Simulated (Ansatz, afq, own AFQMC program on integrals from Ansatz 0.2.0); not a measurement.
## BH₄, doublet: AFQMC among the cluster methods

```xyz
5

H    -1.9965    0.0000    0.0000
H    -1.0135    0.0000    0.0000
B     0.1565    0.0000    0.0000
H     0.6656    0.0000    1.0770
H     0.6656    0.0000   -1.0770
```

Basis cc-pVTZ. Noble-gas cores (and the filled d shells of Ga–Kr and In–Xe) are frozen. Ansatz 0.2.0 and our own AFQMC program on the same integrals; the CISD trial comes from CCSD amplitudes, and released means the phaseless constraint is let go. ± is one standard error of the sampling.

Determinant: UHF, the one that the program's search chose, which needn't be the lowest solution. The geometry is a point of a scan.

No full CI on the walks' own integrals is used here; CCSDT(Q) serves as the reference and is uncertain by about the last step of the cluster series.

```
T1 diagnostic                               : 0.0106
weight of the determinant in the CISD state : 0.934
⟨S²⟩ of the determinant                     : 0.761
size of the correlated space                : 7 electrons in 85 orbitals
```

Reference: CCSDT(Q), correlation energy -4.135 eV. The released energy is read at 2.40 1/Eh (meV from the phaseless value at times in 1/Eh: -1.5 ± 1.3 at 0.24, -2.9 ± 1.3 at 0.51, -0.4 ± 1.6 at 0.99, -1.5 ± 1.7 at 1.62, -4.7 ± 1.9 at 2.40).

```tsv
level	E − E(reference) (kcal/mol)	share of correlation (%)
HF	95.35	0.00
MP2	17.77	81.37
CCSD	2.34	97.55
CCSD(T)	0.38	99.60
CCSDT	0.04	99.96
ph-AFQMC/CISD	0.07 ± 0.04	99.93
released AFQMC	-0.04 ± 0.04	100.04
```

A walk keeps the symmetry of its determinant, which the program's search chose and which needn't be the lowest solution, so a lower state of the same spin and another symmetry isn't excluded. Released energies are given only where the last usable release times agree within the noise; a slower fall can still hide under it.
